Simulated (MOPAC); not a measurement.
MOPAC input (PM7):

```
PM7 1SCF GEO-OK AUX(PRECISION=9) THREADS=1
H2

H    -0.00000000 1   -0.00000000 1   -0.37201156 1
H     0.00000000 1    0.00000000 1    0.37201156 1
```

Output:

```
 *******************************************************************************
 **                                                                           **
 **                              MOPAC v23.2.5                                **
 **                                                                           **
 *******************************************************************************
 ** MOPAC's Digital Object Identifier: https://doi.org/10.5281/zenodo.6511958 **
 **                                                                           **
 ** Please cite the open-source release paper for use of this MOPAC version:  **
 ** J. E. Moussa and J. J. P. Stewart (2026)                                  **
 ** MOPAC: An open-source semiempirical molecular orbital program             **
 ** J. Open Source Softw., 11(119), 8025, https://doi.org/10.21105/joss.08025 **
 *******************************************************************************

                              PM7 CALCULATION RESULTS

 *******************************************************************************
 *  PM7        - The PM7 Hamiltonian to be used
 *  GEO-OK     - OVERRIDE INTERATOMIC DISTANCE AND OTHER SAFETY CHECKS
 *  1SCF       - DO 1 SCF AND THEN STOP
 *  AUX        - OUTPUT AUXILIARY INFORMATION
 *******************************************************************************
PM7 1SCF GEO-OK AUX(PRECISION=9) THREADS=1
 H2

   ATOM   CHEMICAL          X               Y               Z
  NUMBER   SYMBOL      (ANGSTROMS)     (ANGSTROMS)     (ANGSTROMS)

     1       H         -0.00000000  *  -0.00000000  *  -0.37201156  *
     2       H          0.00000000  *   0.00000000  *   0.37201156  *

          CARTESIAN COORDINATES

    NO.       ATOM           X           Y           Z

     1         H         -0.0000     -0.0000     -0.3720
     2         H          0.0000      0.0000      0.3720

 General Reference for PM7:
 "Optimization of Parameters for Semiempirical Methods VI: More Modifications to the
 NDDO Approximations and Re-optimization of Parameters", J. J. P. Stewart, J. Mol. Mod., 1:32, 19 (2013)
 https://link.springer.com/article/10.1007/s00894-012-1667-x

           Empirical Formula: H2  =     2 atoms

      MOLECULAR POINT GROUP   :   D*h

      RHF CALCULATION, NO. OF DOUBLY OCCUPIED LEVELS = 1

 -------------------------------------------------------------------------------
 PM7 1SCF GEO-OK AUX(PRECISION=9) THREADS=1
 H2

     1SCF WAS SPECIFIED, SO BFGS WAS NOT USED
     SCF FIELD WAS ACHIEVED

                              PM7 CALCULATION
                                                       MOPAC v23.2.5 Linux

          FINAL HEAT OF FORMATION =        -31.84655 KCAL/MOL =    -133.24597 KJ/MOL

          COSMO AREA              =         27.23 SQUARE ANGSTROMS
          COSMO VOLUME            =         13.03 CUBIC ANGSTROMS

          IONIZATION POTENTIAL    =         15.153649 EV
          HOMO LUMO ENERGIES (EV) =        -15.154  7.163
          NO. OF FILLED LEVELS    =          1
          MOLECULAR WEIGHT        =          2.0158         POINT GROUP:  D*h

          MOLECULAR DIMENSIONS (Angstroms)

            Atom       Atom       Distance
            H     2    H     1     0.74402
            H     2    H     1     0.00000
            H     1    H     2     0.00000

          SCF CALCULATIONS        =          1

   ATOM   CHEMICAL          X               Y               Z
  NUMBER   SYMBOL      (ANGSTROMS)     (ANGSTROMS)     (ANGSTROMS)

     1       H         -0.00000000  *  -0.00000000  *  -0.37201156  *
     2       H          0.00000000  *   0.00000000  *   0.37201156  *

                             CARTESIAN COORDINATES

   1    H       -0.000000000    -0.000000000    -0.372011560
   2    H        0.000000000     0.000000000     0.372011560

           Empirical Formula: H2  =     2 atoms

      MOLECULAR POINT GROUP   :   D*h

                  EIGENVALUES
 -15.15365   7.16308

              NET ATOMIC CHARGES AND DIPOLE CONTRIBUTIONS

  ATOM NO.   TYPE          CHARGE      No. of ELECS.   s-Pop
    1          H          -0.000000        1.0000     1.00000
    2          H           0.000000        1.0000     1.00000
 DIPOLE           X         Y         Z       TOTAL
 POINT-CHG.     0.000     0.000     0.000     0.000
 HYBRID         0.000     0.000     0.000     0.000
 SUM            0.000     0.000     0.000     0.000

          ATOMIC ORBITAL ELECTRON POPULATIONS

     Atom    s
    1  H   1.00000
    2  H   1.00000

 **********************
 *                    *
 * JOB ENDED NORMALLY *
 *                    *
 **********************

 == MOPAC DONE ==
```
